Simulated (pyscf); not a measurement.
`[CH3][C]([F])([F])[F]` + `[F][C][F]` [singlet] → `[CH3][C]([F])([F])[C]([F])([F])[F]` (insertion; singlet surface; C–F broken, C–C, C–F formed). Single points on ωB97X-D3(BJ)/def2-SVP structures (PySCF, gas phase). Energies in kcal/mol from the separated reactants.

```tsv
level	barrier	reaction energy
ωB97X-D3(BJ)/def2-TZVP	59.5	-56.2
r²SCAN/def2-TZVP	48.9	-59.3
PBE0-D3(BJ)/def2-TZVP	___	___
M06-2X/def2-TZVP	60.3	-58.2
ωB97M-D3(BJ)/def2-TZVP	59.0	-53.5
HF/def2-TZVP	___	-47.6
```

Question: What belongs in the gaps?

Answer: 
- PBE0-D3(BJ)/def2-TZVP, barrier: 54.5
- PBE0-D3(BJ)/def2-TZVP, reaction energy: -60.0
- HF/def2-TZVP, barrier: 85.6

The functionals in the table span 11.3 kcal/mol in this barrier, from r²SCAN to M06-2X. From the product side, H₃C–C•(F)–F + F–C•(F)–F lies, by one bond made or cut, 14.2 kcal/mol under this saddle at ωB97M-D3(BJ). One saddle was located; it need not be the lowest between these sides.
